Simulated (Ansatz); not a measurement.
Computed with Ansatz on PBE0-D4/def2-TZVP structures; ΔE is electronic, products minus reactants. CCSD(T)/CBS is the MP2 limit (def2-TZVPP, def2-QZVPP) plus CCSD(T) − MP2 in def2-TZVPP, frozen cores. This one scheme is used for every species. DFT in def2-TZVPP. One conformer a species, not always the lowest.

`CCC(O)(O)F` + H₂ → `CC(O)(O)F` + CH₄  (hydrogenolysis of a C–C bond)

| level | ΔE (kJ/mol) |
| --- | --- |
| ωB97X-V | -74.0 |
| PBE0 | -80.4 |
| CCSD(T)/def2-TZVPP | -72.9 |
| CCSD/CBS(def2) | -76.3 |

Q: What does CCSD(T)/CBS give? (Estimate.)

A: The calculation gave: -72.8 kJ/mol. The listed levels differ from it by -1.2, -7.6, -0.1, -3.5 kJ/mol.

Largest T1 diagnostic among the species: 0.011.

In def2-TZVPP, CCSD(T) changes the Hartree–Fock value by +19.7 kJ/mol (the triples alone add +3.5 kJ/mol) and MP2 by +22.0 kJ/mol. The D4 term adds +8.7 kJ/mol with B3LYP and +4.8 kJ/mol with PBE0; it sums over pairs of atoms, weighted by their polarisabilities, and B3LYP, whose exchange is more repulsive, gets the larger term.

B3LYP here is the variant with VWN-RPA as its local correlation; programs differ in this.
